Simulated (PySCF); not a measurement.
Compound: HNO.
Atom-mapped SMILES: `[NH:1]=[O:2]` (hydrogens: H3 on N1)

Theory: core-valence-separated Tamm–Dancoff BHandHLYP/aug-pcX-1 (pcseg-1 on H) in PySCF, non-relativistic, gas phase, PBE0-D3(BJ)/def2-SVP geometry.

Computed oxygen K-edge spectrum, Gaussian lines of 0.4 eV full width, highest printed point 100; it ends one width below the last computed root. No empirical shift is added; at this level the pattern usually sits a few eV under experiment.

```
photon energy (eV)  absorption
             527.2           6
             527.4          47
             527.6         100
             527.8          53
             528.0           7
             528.2           0
             528.4           0
             528.6           0
             528.8           0
             529.0           0
             529.2           0
             529.4           0
             529.6           0
             529.8           0
             530.0           0
             530.2           0
             530.4           0
             530.6           0
             530.8           0
             531.0           0
             531.2           0
             531.4           0
             531.6           0
             531.8           0
             532.0           0
             532.2           0
             532.4           0
             532.6           0
             532.8           0
             533.0           0
             533.2           0
             533.4           0
             533.6           0
             533.8           0
             534.0           0
             534.2           0
             534.4           0
             534.6           0
             534.8           0
             535.0           0
             535.2           0
             535.4           0
             535.6           0
             535.8           0
             536.0           3
             536.2           5
             536.4           2
             536.6           2
             536.8           3
             537.0           2
             537.2           0
             537.4           0
             537.6           3
             537.8          11
             538.0          13
             538.2           4
             538.4           0
             538.6           2
             538.8          12
             539.0          21
             539.2          13
```

Problem. Assign the maxima to core holes.

Solution. 5 maxima:
- 527.6 eV: O2 (oxygen bonded to N), 527.61 eV, f = 0.065, 1s→π*, 100 % of the height at the exact maximum
- 536.2 eV: O2 (oxygen bonded to N), 536.18 eV, f = 0.003, 100 % of the height at the exact maximum
- 536.8 eV: O2 (oxygen bonded to N), 536.83 eV, f = 0.002, 100 % of the height at the exact maximum
- 537.9 eV: O2 (oxygen bonded to N), 537.93 eV, f = 0.008, 90 % of the height at the exact maximum
- 539.0 eV: O2 (oxygen bonded to N), 538.98 eV, f = 0.013, 97 % of the height at the exact maximum

Roots within 0.03 eV on the same or equivalent atoms count as one line; shares under 12 % aren't listed.

Vibrational structure and lifetime widths aren't in the curve. The ionisation threshold wasn't computed; near and above it a finite basis only mimics Rydberg series and continuum.
